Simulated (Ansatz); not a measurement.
Geometry optimisation, RKS PBE0-D4/def2-SVP (Ansatz).

Input file:

```yaml
crystal:
  periodic: [false, false, false]
  atoms:
    - { symbol: Si, position_ang: [-0.761874, 0.08165, 0.528321] }
    - { symbol: H, position_ang: [1.700984, 0.01309, 1.538328] }
    - { symbol: "N", position_ang: [2.250305, -0.024699, 0.660298] }
    - { symbol: H, position_ang: [1.932774, -0.844876, 0.145903] }
    - { symbol: H, position_ang: [1.992086, 0.794588, 0.114875] }
    - { symbol: "N", position_ang: [-0.844953, 1.399384, -0.582355] }
    - { symbol: H, position_ang: [-0.754648, 1.351366, -1.591628] }
    - { symbol: H, position_ang: [-1.022737, 2.346927, -0.267233] }
    - { symbol: H, position_ang: [-0.573638, -0.987931, -0.561009] }
basis:
  gaussian: { orbitals: def2-SVP }
hamiltonian:
  xc: pbe0
  dispersion: d4
relax:
  f_tol: 0.03
  max_steps: 50
```

Launched with:

```bash
$ ansatz run input.yaml --threads 1 --pin off --max-ram 2048MiB --backend cpu --events-out ev --progress --plain --runs-dir out
```

Q: Where does it end, and by what steps?

A: It converged. After 10 steps the energy has fallen by 0.019 eV; H5 moved furthest, 0.20 Å.

| step | energy less start (eV) | largest force component (eV/Å) | accepted |
| --- | --- | --- | --- |
| 0 | 0.0000 | 0.604 | yes |
| 1 | 0.0089 | 0.907 | no |
| 2 | -0.0073 | 0.399 | yes |
| 3 | -0.0118 | 0.440 | yes |
| 4 | -0.0155 | 0.283 | yes |
| 5 | -0.0165 | 0.144 | yes |
| 6 | -0.0183 | 0.099 | yes |
| 7 | -0.0134 | 0.200 | no |
| 8 | -0.0189 | 0.056 | yes |
| 9 | -0.0191 | 0.048 | yes |
| 10 | -0.0193 | 0.022 | yes |

```xyz
9
Properties=species:S:1:pos:R:3
Si -0.743 0.067 0.529
H 1.818 0.019 1.570
N 2.161 0.001 0.614
H 1.864 -0.855 0.153
H 1.797 0.803 0.106
N -0.795 1.395 -0.576
H -0.690 1.350 -1.585
H -0.983 2.340 -0.260
H -0.511 -0.990 -0.565
```

Time of the run: 28 s on 1 thread of Arm Neoverse V1, with other jobs on the host, peak memory 0.14 GiB.
